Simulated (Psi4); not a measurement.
# quartet SiH: levels of theory compared

Aim: a comparison of 6 runs (U-r2SCAN/def2-TZVPPD, U-revPBE/def2-TZVPPD, UB3LYP/def2-TZVPPD, UBHLYP/def2-TZVPPD, UBLYP/def2-TZVPPD, UTPSS/def2-TZVPPD) of quartet SiH. 

Program for the calculation: Psi4 1.11.

7 further runs of the same task are left out: 7 that didn't finish.

**1. The molecule**

SiH: 2 atoms, total charge 0, spin state quartet. As SMILES of the parent species, `[SiH]`. Geometry: relaxed at PBE0-D4/def2-TZVP. That shape belongs to the parent species and isn't relaxed for this state.

Bond lengths: Si1–H2 1.532 Å.

**2. A single-point energy at U-r2SCAN/def2-TZVPPD (run 1)**

Contents of hsi.dat:

```
memory 1.6 GB

molecule molecule1 {
  0 4
  Si
  H 1 R2

  R2 = 1.53172
  symmetry c1
}

set basis def2-TZVPPD
set reference uks
set puream true
set e_convergence 1e-09
set d_convergence 1e-08
set scf_type pk
set dft_radial_points 99
set dft_spherical_points 590
set maxiter 100

result, w = energy("r2scan", return_wfn=True)
oeprop(w, "LOWDIN_CHARGES", "WIBERG_LOWDIN_INDICES", "QUADRUPOLE")
```

Command:

```console
$ psi4 -i hsi.dat -o hsi.out -n 1
```

hsi.out:

```text
[...]
  Running in c1 symmetry.
[...]
  Nuclear repulsion =    4.836707067466638
[...]
  Multiplicity = 4
[...]
  Nalpha       = 9
  Nbeta        = 6
[...]
    Number of basis functions: 65
[...]
   @UKS iter   1:  -289.88077583646037   -2.71018e-01   4.45584e-03 ADIIS/DIIS
[...]
   @UKS iter  10:  -289.90542910106990   -1.39835e-11   8.79742e-09 DIIS
[...]
   @S^2 Observed:                3.751685908E+00
[...]
    Orbital Energies [Eh]
    ---------------------
    Alpha Occupied:
       1A    -65.861823     2A     -5.236069     3A     -3.579952
       4A     -3.579952     5A     -3.579735     6A     -0.496888
       7A     -0.317946     8A     -0.191445     9A     -0.191445
    Alpha Virtual:
      10A     -0.014804    11A      0.025259    12A      0.071193
      13A      0.071193    14A      0.079800    15A      0.079801
      16A      0.111692    17A      0.168133    18A      0.184644
      19A      0.184644    20A      0.246343    21A      0.246343
      22A      0.298424    23A      0.298425    24A      0.299427
      25A      0.325538    26A      0.325538    27A      0.378098
[...]
  @UKS Final Energy:  -289.90542910106990
   => Energetics <=
    Nuclear Repulsion Energy =              4.8367070674666381
    One-Electron Energy =                -410.7885291225457536
    Two-Electron Energy =                 137.2273974526711129
    DFT Exchange-Correlation Energy =     -21.1810044986619026
    Empirical Dispersion Energy =           0.0000000000000000
    VV10 Nonlocal Energy =                  0.0000000000000000
    Total Energy =                       -289.9054291010698989
[...]
 Multipole Moments:
 ------------------------------------------------------------------------------------
     Multipole            Electronic (a.u.)      Nuclear  (a.u.)        Total (a.u.)
 ------------------------------------------------------------------------------------
 L = 1.  Multiply by 2.5417464519 to convert [e a0] to [Debye]
 Dipole X            :          0.0000000            0.0000000            0.0000000
 Dipole Y            :          0.0000000            0.0000000            0.0000000
 Dipole Z            :         -1.4200720            1.3848507           -0.0352212
 Magnitude           :                                                    0.0352212
 L = 2.  Multiply by 1.3450342976 to convert [e a0^2] to [Debye ang]
 Quadrupole XX       :        -11.8147557            0.0000000          -11.8147557
 Quadrupole XY       :          0.0000000            0.0000000            0.0000000
[...]
```

Wall time 16 s (1 thread of Intel Xeon Platinum 8488C (Sapphire Rapids), shared host); peak memory 0.74 GiB.

**3. Energy and gradient at U-revPBE/def2-TZVPPD (run 2)**

Contents of run.py:

```python
import numpy as np
from ase.calculators.psi4 import Psi4
from ase import Atoms

mol = Atoms(['Si', 'H'], positions=[
    [0.000000, 0.000000, -0.007580],
    [0.000000, 0.000000, 1.524140],
])
calc = Psi4(atoms=mol, method='revpbe', basis='def2-TZVPPD', memory='1600MB', num_threads=1, charge=0, multiplicity=4, label='psi4-calc', reference='uks')
calc.psi4.set_options({'puream': True, 'e_convergence': 1e-09, 'd_convergence': 1e-08, 'scf_type': 'pk', 'dft_radial_points': 99, 'dft_spherical_points': 590, 'maxiter': 100})
mol.calc = calc

forces = mol.get_forces()
print(f'energy: {mol.get_potential_energy():.6f} eV')
print('forces / eV A^-1')
print(np.round(forces, 5))
```

Command:

```console
$ python run.py
```

psi4-calc.dat:

```text
[...]
  Running in c1 symmetry.
[...]
  Nuclear repulsion =    4.836707067466639
[...]
  Multiplicity = 4
[...]
  Nalpha       = 9
  Nbeta        = 6
[...]
    Number of basis functions: 65
[...]
   @UKS iter   1:  -289.84267484503641   -2.37305e-01   4.90806e-03 ADIIS/DIIS
[...]
   @UKS iter  10:  -289.87456199620601   -7.27596e-12   6.48260e-09 DIIS
[...]
   @S^2 Observed:                3.751059496E+00
[...]
    Orbital Energies [Eh]
    ---------------------
    Alpha Occupied:
       1A    -65.461839     2A     -5.093515     3A     -3.500083
       4A     -3.499453     5A     -3.499453     6A     -0.472416
       7A     -0.301696     8A     -0.178509     9A     -0.178509
    Alpha Virtual:
      10A     -0.025054    11A      0.002521    12A      0.050033
      13A      0.050033    14A      0.059514    15A      0.059514
      16A      0.071511    17A      0.135693    18A      0.157069
      19A      0.157069    20A      0.207063    21A      0.207063
      22A      0.256007    23A      0.257193    24A      0.257193
      25A      0.282828    26A      0.282828    27A      0.330337
[...]
  @UKS Final Energy:  -289.87456199620601
   => Energetics <=
    Nuclear Repulsion Energy =              4.8367070674666390
    One-Electron Energy =                -410.7501253074449323
    Two-Electron Energy =                 137.1749413654538898
    DFT Exchange-Correlation Energy =     -21.1360851216816421
    Empirical Dispersion Energy =           0.0000000000000000
    VV10 Nonlocal Energy =                  0.0000000000000000
    Total Energy =                       -289.8745619962060118
[...]
 Multipole Moments:
 ------------------------------------------------------------------------------------
     Multipole            Electronic (a.u.)      Nuclear  (a.u.)        Total (a.u.)
 ------------------------------------------------------------------------------------
 L = 1.  Multiply by 2.5417464519 to convert [e a0] to [Debye]
 Dipole X            :         -0.0000000            0.0000000           -0.0000000
 Dipole Y            :          0.0000000            0.0000000            0.0000000
 Dipole Z            :         -1.3832795            1.3848507            0.0015712
 Magnitude           :                                                    0.0015712
[...]
  -Total Gradient:
     Atom            X                  Y                   Z
    ------   -----------------  -----------------  -----------------
       1       -0.000000000005     0.000000000001    -0.005180570389
       2        0.000000000005    -0.000000000000     0.005180641385
[...]
```

On the terminal:

```text
energy: -7887.888605 eV
forces / eV A^-1
[[ 0.     -0.      0.2664]
 [-0.      0.     -0.2664]]
```

It took 9.3 s on 1 thread of Intel Xeon Platinum 8488C (Sapphire Rapids), shared host; peak memory 0.46 GiB.

**4. Energy and forces at UB3LYP/def2-TZVPPD (run 3)**

Contents of input.in:

```
memory 1600 mb

molecule mol {
  0 4
  Si     0.000000     0.000000    -0.007580
  H      0.000000     0.000000     1.524140
  symmetry c1
  no_reorient
  no_com
}

set reference uks
set puream true
set e_convergence 1e-09
set d_convergence 1e-08
set scf_type pk
set dft_radial_points 99
set dft_spherical_points 590
set maxiter 100

energy_value, wavefunction = gradient('b3lyp/def2-TZVPPD', return_wfn=True)
oeprop(wavefunction, 'LOWDIN_CHARGES', 'MULLIKEN_CHARGES', 'WIBERG_LOWDIN_INDICES')
```

Command:

```console
$ psi4 -i input.in -o input.out -n 1
```

input.out:

```text
[...]
  Running in c1 symmetry.
[...]
  Nuclear repulsion =    4.836707067466639
[...]
  Multiplicity = 4
[...]
  Nalpha       = 9
  Nbeta        = 6
[...]
    Number of basis functions: 65
[...]
   @UKS iter   1:  -289.92043373972376   -2.91903e-01   4.47160e-03 ADIIS/DIIS
[...]
   @UKS iter   9:  -289.94438862957315   -7.67386e-12   5.18435e-09 DIIS
[...]
   @S^2 Observed:                3.751606952E+00
[...]
  @UKS Final Energy:  -289.94438862957315
   => Energetics <=
    Nuclear Repulsion Energy =              4.8367070674666390
    One-Electron Energy =                -410.8109402264421419
    Two-Electron Energy =                 133.1101864627904376
    DFT Exchange-Correlation Energy =     -17.0803419333880555
    Empirical Dispersion Energy =           0.0000000000000000
    VV10 Nonlocal Energy =                  0.0000000000000000
    Total Energy =                       -289.9443886295730977
[...]
 Multipole Moments:
 ------------------------------------------------------------------------------------
     Multipole            Electronic (a.u.)      Nuclear  (a.u.)        Total (a.u.)
 ------------------------------------------------------------------------------------
 L = 1.  Multiply by 2.5417464519 to convert [e a0] to [Debye]
 Dipole X            :          0.0000000            0.0000000            0.0000000
 Dipole Y            :          0.0000000            0.0000000            0.0000000
 Dipole Z            :         -2.6764684            2.6796694            0.0032010
 Magnitude           :                                                    0.0032010
[...]
  -Total Gradient:
     Atom            X                  Y                   Z
    ------   -----------------  -----------------  -----------------
       1       -0.000000000000     0.000000000000    -0.006632604983
       2       -0.000000000000    -0.000000000000     0.006632624055
[...]
  Mulliken Charges: (a.u.)
   Center  Symbol    Alpha    Beta     Spin     Total
       1    SI     8.34886  5.69211  2.65675 -0.04097
       2     H     0.65114  0.30789  0.34325  0.04097
   Total alpha =  9.00000, Total beta =  6.00000, Total charge =  0.00000
  Lowdin Charges: (a.u.)
   Center  Symbol    Alpha    Beta     Spin     Total
       1    SI     8.11809  5.55457  2.56351  0.32734
       2     H     0.88191  0.44543  0.43649 -0.32734
  Total alpha =  9.00000, Total beta =  6.00000, Total charge = -0.00000
[...]
```

Run time: 10 s. Hardware: 1 thread of Intel Xeon Platinum 8488C (Sapphire Rapids), shared host; peak memory 0.45 GiB.

Runs 4 to 5 aren't shown in full; the table further down has their settings and results.

**5. A single-point energy at UTPSS/def2-TZVPPD (run 6)**

Contents of hsi.xyz:

```xyz
2
HSi
Si     0.000000     0.000000    -0.007580
H      0.000000     0.000000     1.524140
```

Contents of calc.py:

```python
import psi4

psi4.set_memory('1600 MB')
psi4.set_num_threads(1)
psi4.core.set_output_file('psi4.out', False)

with open('hsi.xyz') as f:
    atoms = ''.join(f.readlines()[2:])
molecule = psi4.geometry('0 4\n' + atoms + 'symmetry c1')

psi4.set_options({
    'basis': 'def2-TZVPPD',
    'reference': 'uks',
    'puream': True,
    'e_convergence': 1e-09,
    'd_convergence': 1e-08,
    'scf_type': 'pk',
    'dft_radial_points': 99,
    'dft_spherical_points': 590,
    'maxiter': 100,
})

energy_value = psi4.energy("TPSS")
print(f'TPSS energy: {energy_value:.10f} Eh')
```

Command:

```console
$ python calc.py
```

psi4.out:

```text
[...]
  Running in c1 symmetry.
[...]
  Nuclear repulsion =    4.836707067466639
[...]
  Multiplicity = 4
[...]
  Nalpha       = 9
  Nbeta        = 6
[...]
    Number of basis functions: 65
[...]
   @UKS iter   1:  -289.92599527785876   -2.54074e-01   4.75440e-03 ADIIS/DIIS
[...]
   @UKS iter  10:  -289.95401379137775   -1.26761e-11   5.09018e-09 DIIS
[...]
   @S^2 Observed:                3.752025101E+00
[...]
    Orbital Energies [Eh]
    ---------------------
    Alpha Occupied:
       1A    -65.711559     2A     -5.143785     3A     -3.519642
       4A     -3.519153     5A     -3.519153     6A     -0.484585
       7A     -0.311334     8A     -0.181944     9A     -0.181944
    Alpha Virtual:
      10A     -0.019952    11A      0.008461    12A      0.056574
      13A      0.056574    14A      0.065239    15A      0.065239
      16A      0.078390    17A      0.142630    18A      0.165179
      19A      0.165179    20A      0.215138    21A      0.215138
      22A      0.266633    23A      0.267813    24A      0.267813
      25A      0.294651    26A      0.294651    27A      0.345531
[...]
  @UKS Final Energy:  -289.95401379137775
   => Energetics <=
    Nuclear Repulsion Energy =              4.8367070674666390
    One-Electron Energy =                -410.7845697893631041
    Two-Electron Energy =                 137.2184001600901411
    DFT Exchange-Correlation Energy =     -21.2245512295714498
    Empirical Dispersion Energy =           0.0000000000000000
    VV10 Nonlocal Energy =                  0.0000000000000000
    Total Energy =                       -289.9540137913777471
[...]
 Multipole Moments:
 ------------------------------------------------------------------------------------
     Multipole            Electronic (a.u.)      Nuclear  (a.u.)        Total (a.u.)
 ------------------------------------------------------------------------------------
 L = 1.  Multiply by 2.5417464519 to convert [e a0] to [Debye]
 Dipole X            :         -0.0000000            0.0000000           -0.0000000
 Dipole Y            :          0.0000000            0.0000000            0.0000000
 Dipole Z            :         -1.3963583            1.3848507           -0.0115076
 Magnitude           :                                                    0.0115076
[...]
```

The script printed:

```text
TPSS energy: -289.9540137914 Eh
```

Run time: 14 s. Hardware: 1 thread of Intel Xeon Platinum 8488C (Sapphire Rapids), shared host; peak memory 0.74 GiB.

**6. The series**

| run | level | task | energy (Eh) | dipole moment (D) | HOMO energy (eV) | ⟨S²⟩ | wall time |
| --- | --- | --- | --- | --- | --- | --- | --- |
| 1 | U-r2SCAN/def2-TZVPPD | energy | -289.905429 | 0.09 | -5.21 | 3.752 | 16 s |
| 2 | U-revPBE/def2-TZVPPD | gradient | -289.874562 | 0.00 | -4.86 | 3.751 | 9.3 s |
| 3 | UB3LYP/def2-TZVPPD | gradient | -289.944389 | 0.01 | -5.52 | 3.752 | 10 s |
| 4 | UBHLYP/def2-TZVPPD | energy | -289.924180 | 0.02 | -6.63 | 3.753 | 7.8 s |
| 5 | UBLYP/def2-TZVPPD | energy | -289.923071 | 0.03 | -4.51 | 3.751 | 8.1 s |
| 6 | UTPSS/def2-TZVPPD | energy | -289.954014 | 0.03 | -4.95 | 3.752 | 14 s |

**7. What came out**

```
                                 quantity          value
                      run 6: total energy  -289.95401 Eh
                     run 6: dipole moment         0.03 D
run 6: HOMO energy (highest over α and β)       -4.95 eV
                              run 6: ⟨S²⟩          3.752
```

In words: The dipole moment (its size) runs from 0.00 D (U-revPBE/def2-TZVPPD) to 0.09 D (U-r2SCAN/def2-TZVPPD). The two dipoles point in opposite directions. Totals of different functionals can't be ranked against each other. All runs together took 65 s, the longest 16 s.
